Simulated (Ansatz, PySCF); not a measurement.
Constitutional and geometric isomers with formula C2H2O. All species are isolated molecules in the gas phase. Strings in code marks are SMILES.

Quantity: electronic energy of isomers of C2H2O relative to `C=C=O`, in kJ/mol. The restricted reference of `C1=CO1` is unstable towards unrestricted orbitals.

Level 1: frozen-core CCSD(T)/cc-pVQZ // PBE0-D3(BJ)/def2-TZVP (Ansatz, an electronic-structure program)
Level 2: PBE-D3(BJ)/def2-TZVP // PBE0-D3(BJ)/def2-TZVP (PySCF)
Level 3: frozen-core MP2/6-31G* // PBE0-D3(BJ)/def2-TZVP (PySCF)
Level 4: HF/6-31G* // PBE0-D3(BJ)/def2-TZVP (PySCF)

```
species   level 2  level 3  level 4
--------  -------  -------  -------
`C#CO`      164.3    162.6    167.8
`C1=CO1`    334.6    338.5    372.7
```

### Question
What does level 1 give for each?

### Answer

- `C#CO`: 141.3
- `C1=CO1`: 327.8
